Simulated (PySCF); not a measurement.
Stepwise substitution at one centre (Al F-Br). Isolated molecules, 0 K electronic values unless said otherwise. Strings in code marks are SMILES.

Quantity: redistribution energy (mixed species minus the weighted end members), in kcal/mol.

Level 1: B3LYP/3-21G // B3LYP-D3(BJ)/def2-TZVP (PySCF)
Level 2: M06-2X/6-31G* // B3LYP-D3(BJ)/def2-TZVP (PySCF)
Level 3: PBE/6-31G* // B3LYP-D3(BJ)/def2-TZVP (PySCF)
Level 4: HF/6-31G* // B3LYP-D3(BJ)/def2-TZVP (PySCF)

| species | level 1 | level 2 | level 3 | level 4 |
|---|---|---|---|---|
| 1 of 3 F replaced by Br: `[F][Al]([F])[Br]` | -2.47 | -1.15 | -1.61 | -0.94 |
| 2 of 3 F replaced by Br: `[Br][Al]([Br])[F]` | -2.57 | -1.18 | -1.65 | -0.97 |
